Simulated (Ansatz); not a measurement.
A made-up structure of CH$_{6}$NSi (charge -1), singlet:

```
9
angstrom
C -0.5802 0.6101 -0.6751
Si 0.8865 0.6383 0.3271
N 0.0425 -0.6422 1.1718
H -0.9896 -0.4145 -1.1082
H -0.1759 1.1393 -1.4325
H -1.4621 1.1224 -0.0955
H 1.8368 -0.2119 -0.7784
H -0.0502 -1.6026 0.6614
H 0.4921 -0.6389 1.9294
```

It is relaxed with PBE-D4/def2-SVPD and then PBE0-D4/def2-TZVPD (Ansatz 0.2.0). Atoms count as bonded within 1.22 times the sum of their covalent radii (H–H: 0.88 Å). The end point is not checked to be a true minimum.

Task: Does its bonding change? (Judge from chemistry; the calculation decides.)

Result: By the calculation: No: no bond forms or breaks.

Where it ends: The first stage lowers the energy by 2.53 eV in 7 steps. It ends as CH₆NSi ([CH3][SiH][NH2]), total charge -1:
```xyz
9
angstrom
C -0.6569 0.7440 -0.8695
Si 0.8464 0.5541 0.3543
N 0.1798 -0.8044 1.3725
H -1.0250 -0.2212 -1.2479
H -0.3627 1.3527 -1.7343
H -1.4947 1.2500 -0.3762
H 1.7279 -0.2343 -0.6670
H 0.1050 -1.7133 0.9263
H 0.6801 -0.9276 2.2417
```

Labels in which every atom is bracketed show which atoms are joined, not bond orders.

For scale, one of the runs: PBE0-D4/def2-TZVPD relaxation, 171 basis functions, launched by `ansatz run in.yaml --threads 2 --pin off --events-out ev --progress --plain --max-ram 4352MiB`. Hardware: 2 CPU threads of an Intel Xeon Platinum 8488C, shared host. Wall time about 33 s.
